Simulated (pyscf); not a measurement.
Optimised with ωB97X-D3(BJ)/def2-SVP in PySCF.

Problem. Estimate by transition-state theory the rate constant of H₂Si=N–SiH₃ + H₂ → HN=SiH₂ + SiH₄ (singlet surface; N–Si, H–H broken, H–N, H–Si formed) at 1200 K, with ωB97M-D3(BJ)/def2-TZVP energies (ideal gas, 1 atm, RRHO with modes under 100 cm⁻¹ raised to 100, one conformer, R ln 2 for chiral ones without a mode under 150 cm⁻¹; no tunnelling).

Solution. The electronic barrier is 49.0 kcal/mol and the thermal terms add +38.5, so ΔG‡ = 87.4 kcal/mol. With k_BT/h = 2.50e+13 s⁻¹ and RT = 2.385 kcal/mol, and a volume of 1.64e-19 cm³ per molecule at 1 atm, k = 4.9e-22 cm³ molecule⁻¹ s⁻¹. Wigner's tunnelling factor for 1383i cm⁻¹ would be 1.11. A shift of 1 kcal/mol in the barrier changes k by a factor 1.5. H₂Si=N–SiH₃ lies 10.1 kcal/mol over its isomer :HSi–NH–SiH₃ [singlet] (electronic energy, ωB97M-D3(BJ)/def2-TZVP). HN=SiH₂ lies 18.2 kcal/mol over its isomer H₂N–SiH: [singlet] (electronic energy, ωB97M-D3(BJ)/def2-TZVP). One saddle was located; it need not be the lowest between these sides.
